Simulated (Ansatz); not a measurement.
A ladder of methods for [BCl2]+ (SMILES Cl[B+]Cl)

[BCl2]+: 3 atoms, total charge +1, spin state singlet. SMILES: `Cl[B+]Cl`. Geometry: optimised at wB97X-V/def2-SVP.

```xyz
3

Cl   -1.2748    0.7899   -0.6086
B     0.0000    0.0000    0.0000
Cl    1.2747   -0.7899    0.6086
```

Quantity: the adiabatic electron affinity (to the doublet neutral, shapes relaxed at wB97X-V/def2-SVP, no zero-point term), in eV. The values are calculated.

The electron affinity is E(neutral) − E(anion): positive where the electron is bound.

```tsv
level	kind	program	value (eV)	less CCSD(T)/def2-TZVPP	CPU time (all runs)
HF/def2-TZVPP	Hartree–Fock	Ansatz	5.60	-0.25	11 s
SVWN5/def2-TZVPP	LDA	Ansatz	6.11	+0.26	5.2 s
PBE/def2-TZVPP	GGA	Ansatz	6.12	+0.27	12 s
PBE0-D4/def2-TZVPP	global hybrid	Ansatz	6.18	+0.33	14 s
wB97M-V/def2-TZVPP	range-separated hybrid	Ansatz	5.93	+0.08	2.8 min
B2PLYP/def2-TZVPP	double hybrid	Ansatz	5.95	+0.10	58 s
MP2/def2-TZVPP	perturbation theory	Ansatz	5.71	-0.14	6 s
CCSD(T)/def2-TZVPP	coupled cluster or CI	Ansatz	5.85	0.00	14 s
```

Differences are taken from CCSD(T)/def2-TZVPP for orientation; it has basis-set and higher-order errors of its own. The values span 5.60 to 6.18 eV. Times are those of the runs behind each value, whatever else they computed, on shared processors of several kinds: orders of magnitude only.
